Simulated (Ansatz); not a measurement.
**CH₄NO₂P: up Jacob's ladder to CCSD(T)**

The task here is to estimate one member of a computed series from the others.

Method: functionals in def2-TZVPP, the program's frozen cores in correlated methods; program: Ansatz 0.2.0, Gaussian basis.

The runs, in order: LDA (SPW92), PBE-D4, revPBE-D4, BLYP-D4, r2SCAN-D4, B97M-V, PBE0-D4, B3LYP-D4, r2SCANh-D4, r2SCAN0-D4, HSE06-D4, BHLYP-D4, CAM-B3LYP-D4, LC-ωPBE, ωB97X-V, ωB97M-V, B2PLYP, PBE-QIDH; CCSD(T)/def2-SVP; CCSD(T)/def2-TZVPP; MP2/def2-QZVPP; extrapolation to the limit; RPA on PBE.

### The geometry

An earlier PBE0-D4 in a triple-zeta def2 set relaxation fixed the geometry.

SMILES `OC(O)=NP`, 9 atoms, charge 0, spin multiplicity 1.

Atoms are counted from 1 here; the program's logs count them from 0.

Bond lengths: O1–C2 1.326 Å, O1–H6 0.975 Å, C2–O3 1.326 Å, C2–N4 1.276 Å, O3–H7 0.966 Å, N4–P5 1.711 Å, P5–H8 1.418 Å, P5–H9 1.418 Å. Angles: C2–O1–H6 107.1°, O1–C2–O3 109.4°, O1–C2–N4 129.4°, O3–C2–N4 121.2°, C2–O3–H7 105.7°, C2–N4–P5 116.4°, N4–P5–H8 99.5°, N4–P5–H9 99.5°, H8–P5–H9 93.8°.

The first run:

in.yaml

```yaml
crystal:
  periodic: [false, false, false]
  atoms:
    - {symbol: O, position_ang: [-0.055135, 1.750241, 0.132765]}
    - {symbol: C, position_ang: [0.594966, 0.622434, 0.383658]}
    - {symbol: O, position_ang: [1.718053, 0.895452, 1.033359]}
    - {symbol: N, position_ang: [0.276927, -0.578239, 0.090364]}
    - {symbol: P, position_ang: [-1.198512, -0.790741, -0.749058]}
    - {symbol: H, position_ang: [-0.871238, 1.510947, -0.343575]}
    - {symbol: H, position_ang: [2.145059, 0.042672, 1.187239]}
    - {symbol: H, position_ang: [-0.759893, -1.662682, -1.778281]}
    - {symbol: H, position_ang: [-1.761728, -1.836485, 0.026328]}
basis:
  gaussian: {orbitals: def2-TZVPP}
hamiltonian: {xc: lda}
output: {orbitals: {seedname: orbitals}}
```

Launch:

```
$ ansatz run in.yaml --threads 2 --pin off --events-out ev --progress --plain --max-ram 4352MiB
```

Steps of the session up to this table: LDA; PBE-D4 (GGA); revPBE-D4 (GGA); BLYP-D4 (GGA); r2SCAN-D4 (meta-GGA); B97M-V (meta-GGA); PBE0-D4 (hybrid); B3LYP-D4 (hybrid); r2SCANh-D4 (hybrid); r2SCAN0-D4 (hybrid); HSE06-D4 (hybrid); BHLYP-D4 (hybrid); CAM-B3LYP-D4 (range-separated); LC-ωPBE (range-separated); ωB97X-V (range-separated); ωB97M-V (range-separated); B2PLYP (double hybrid); PBE-QIDH (double hybrid).

One of the session's tables, all rows but one given; the rest of the session is left out.

It belongs to the step «Frontier levels by functional». 

```
  functional  HOMO (eV)  gap (eV)
 LDA (SPW92)      -5.84      4.74
      PBE-D4      -5.68      4.83
   revPBE-D4      -5.62      4.87
     BLYP-D4      -5.56      4.78
   r2SCAN-D4      -5.92      5.44
      B97M-V      -6.00      5.40
     PBE0-D4      -6.92      6.97
    B3LYP-D4      -6.72      6.49
  r2SCANh-D4      -6.39      6.22
  r2SCAN0-D4      -7.08      7.36
    HSE06-D4      -6.52      6.19
    BHLYP-D4      -8.07      8.97
CAM-B3LYP-D4          ?         ?
     LC-ωPBE      -9.59     11.87
     ωB97X-V      -9.24     11.35
     ωB97M-V      -9.11     10.92
```

Q: Estimate the row for CAM-B3LYP-D4 from the others.

The run gave: HOMO (eV): -8.27; gap (eV): 9.28. In the column «HOMO (eV)» it lies between ωB97M-V (-9.11) and BHLYP-D4 (-8.07).
